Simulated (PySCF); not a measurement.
CFCl3.
SMILES: `ClC(Cl)(F)Cl`

The closed-shell ground state was solved at several levels (PySCF, density fitting, gas phase, non-relativistic). Geometry: GFN2-xTB; no solvent, vibrations or thermal averaging.

```
              level  basis functions  total energy (Eh)  HOMO (eV)  LUMO (eV)  gap (eV)  dipole (D)
CAM-B3LYP/def2-QZVP              324         -1518.6810     -10.58      -0.27     10.31        0.43
     OLYP/def2-QZVP              324         -1518.7041      -7.62      -2.37      5.25        0.28
BHandHLYP/def2-QZVP              324         -1518.6089     -10.50      -0.31     10.19        0.47
    B97-2/def2-QZVP              324         -1518.7379      -8.92      -1.54      7.38        0.35
   revPBE/def2-QZVP              324         -1518.3869      -7.67      -2.42      5.25        0.27
    HSE06/def2-QZVP              324         -1518.1559      -8.77      -1.83      6.94        0.37
  LC-wPBE/def2-QZVP              324         -1518.2233     -12.03       1.04     13.07        0.39
  wB97X-D/def2-QZVP              324         -1518.6283     -11.06       0.41     11.47        0.36
 mPW1PW91/def2-QZVP              324         -1518.7070      -9.20      -1.46      7.74        0.37
    wB97X/def2-QZVP              324         -1518.6412     -11.64       0.85     12.49        0.37
```

Q: What might HCTH407/def2-QZVP (324 basis functions) give for the same quantities?

A: Total energy -1518.8379 Eh, HOMO -7.97 eV, LUMO -2.68 eV, gap 5.29 eV, dipole 0.30 D.

Q: In the def2-QZVP basis, how does the gap go with the fixed share of exact exchange?

A: OLYP (0 %) 5.25 eV; revPBE (0 %) 5.25 eV; HCTH407 (0 %) 5.29 eV; B97-2 (21 %) 7.38 eV; mPW1PW91 (25 %) 7.74 eV; BHandHLYP (50 %) 10.19 eV. Each rise in the share widens the gap here.

Q: How far do the dipole and the HOMO energy spread over the levels?

A: The dipole runs from 0.27 to 0.47 D (mean 0.36 D) and the HOMO from -12.03 to -7.62 eV.

wB97X-D is run here without its empirical dispersion term; that term would change no orbital, density or response property at a fixed geometry.
